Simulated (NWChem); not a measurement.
# PH2, doublet; SMILES [PH2]

In the optimisation the excess spin sits in b2 (C2v, its own frame).

Give the equilibrium geometry at PBE0/def2-SVP, spin-unrestricted (NWChem) as a Z-matrix, with the point group.

point group C2v; any orientation.
```
P
H 1 1.4330
H 1 1.4330 2 91.41
```
